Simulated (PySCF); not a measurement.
## Ionisation and electron attachment of hydroperoxo

Molecule: hydroperoxo, `[O]O` (HO2•, doublet). Non-hydrogen atoms are numbered in `[O:1][OH:2]`.

These are calculated values, ωB97X-D3(BJ)/ma-def2-TZVP in PySCF (grid level 2) at geometries from PBE0-D3(BJ)/ma-def2-SVP. The prefix ma- adds one diffuse s and one diffuse p function on all atoms but H. Thermal corrections: PBE0-D3(BJ)/ma-def2-SVP frequencies, unscaled, ideal gas at 298.15 K and 1 bar, quasi-RRHO entropy.

Frontier levels of the parent: HOMO -10.77 eV, LUMO -0.68 eV.

Oxidation to the singlet cation:
* Vertical ionisation energy (electronic): 12.35 eV
* Adiabatic ionisation energy (with zero-point energy): 11.90 eV
* Adiabatic, electronic part: 11.91 eV
* Vertical gap at the product's structure: 11.32 eV
* Inner reorganisation energy (four-point): 1026 meV
* Relaxation of product / of parent: 440 / 586 meV
* Largest changes of atomic charge: O1 0.48, O2 0.42, H (on O2) 0.10
* Distances that move most (Å): O1–O2 1.302 → 1.178; O2–H 0.977 → 1.027

Oxidation to the triplet cation:
```
Vertical ionisation energy (electronic)              : 11.58 eV
Adiabatic ionisation energy (with zero-point energy) : 11.33 eV
Adiabatic, electronic part                           : 11.36 eV
Vertical gap at the product's structure              : 10.95 eV
Inner reorganisation energy (four-point)             : 627 meV
Relaxation of product / of parent                    : 218 / 408 meV
⟨S²⟩ of the product                                  : 2.007
Largest spin populations                             : O1 1.37, O2 0.60
Largest changes of atomic charge                     : O1 0.58, O2 0.30, H (on O2) 0.12
Distances that move most (Å)                         : O1–O2 1.302 → 1.205; O2–H 0.977 → 1.019
```

Reduction to the singlet anion:
| Quantity | Value |
| --- | --- |
| Vertical electron affinity (electronic) | 0.35 eV |
| Adiabatic electron affinity (with zero-point energy) | 0.92 eV |
| Adiabatic, electronic part | 0.89 eV |
| Vertical gap at the product's structure | 1.35 eV |
| Inner reorganisation energy (four-point) | 999 meV |
| Relaxation of product / of parent | 539 / 460 meV |
| Largest changes of atomic charge | O1 -0.61, O2 -0.32 |
| Distances that move most (Å) | O1–O2 1.302 → 1.481; O2–H 0.977 → 0.962 |

Vertical electron affinity to the triplet anion: -1.68 eV. The extra electron is not bound at this structure, the number hangs on the basis, and the ion was not relaxed.

Against the Active Thermochemical Tables (version 1.112): electron affinity to the singlet anion 1.08 (computed 0.92, error -0.16) eV.

Measured values (NIST Chemistry WebBook, evaluated or the median of agreeing entries): vertical ionisation energy 11.54 eV (computed 11.58, difference 0.04); adiabatic ionisation energy 11.35 eV (computed 11.33, difference -0.02); adiabatic electron affinity 1.08 eV (computed 0.92, difference -0.16).

Known limits: the singlet was run as a closed shell, which can place it too high against the triplet, even in the wrong order.

Structures, frequencies and single points took 38 s of wall time on 1 thread of Arm Neoverse V1 (shared host), launched as `OMP_NUM_THREADS=1 python redox_run.py task.json out`.
